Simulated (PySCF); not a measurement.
Rock-salt NaI, treated with MP2 (PySCF, GTH pseudopotentials, Gaussian basis, DZ basis).

The same calculation (at the measured cell, 33.899 Å³/atom) with different numerical settings:

```csv
run,k mesh,correlation energy (eV/atom),total energy (eV/atom)
1,2×2×2,-1.6819,-807.1007
2,3×3×3,-1.7542,-807.1159
3,4×4×4,-1.7725,-807.0910
```

In the column correlation energy (eV/atom) the first row differs from the last by +0.0906 and the next to last by +0.0183.

The last row is no converged limit: other settings stay fixed.
